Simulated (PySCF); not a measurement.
C₄H₉NO.
SMILES: `CCCC(N)=O`

Torsions of this conformer, `[CH3:1][CH2:2][CH2:3][C:4]([NH2:5])=[O:6]`: C1–C2–C3–C4 180°, C2–C3–C4–N5 -176°, H–N5–C4–C3 2°, H–N5–C4–C3 180°.

The closed-shell ground state was solved at several levels (PySCF, density fitting, gas phase, non-relativistic). The structure is a single PBE0-D3(BJ)/def2-TZVP conformer in the gas phase; no vibrational or solvent corrections.

```tsv
level	basis functions	total energy (Eh)	HOMO (eV)	LUMO (eV)	gap (eV)	dipole (D)
KT3/pcSseg-2	342	-292.3154	-5.87	-0.58	5.29	3.47
wB97X-D/pcSseg-2	342	-287.8674	-9.25	2.04	11.29	3.70
PBE0/pcSseg-2	342	-287.6241	-7.33	0.34	7.67	3.66
```

Question: What might B97-2/pcSseg-2 (342 basis functions) give for the same quantities?

Answer: Total energy -287.8563 Eh, HOMO -7.03 eV, LUMO 0.37 eV, gap 7.40 eV, dipole 3.64 D.

Question: Over all these levels, which gives the widest orbital gap and which the narrowest?

Answer: wB97X-D/pcSseg-2 (range-separated hybrid) has the widest, 11.29 eV, and KT3/pcSseg-2 (GGA) the narrowest, 5.29 eV. From the narrowest to the widest the HOMO moves by -3.38 eV and the LUMO by +2.62 eV.

Question: In the pcSseg-2 basis, how does the gap go with the fixed share of exact exchange?

Answer: KT3 (0 %) 5.29 eV; B97-2 (21 %) 7.40 eV; PBE0 (25 %) 7.67 eV. Each rise in the share widens the gap here.

Question: How far do the dipole and the HOMO energy spread over the levels?

Answer: The dipole runs from 3.47 to 3.70 D (mean 3.62 D) and the HOMO from -9.25 to -5.87 eV.

Note: wB97X-D ran without an empirical dispersion term, which enters the total energy and its gradient alone.
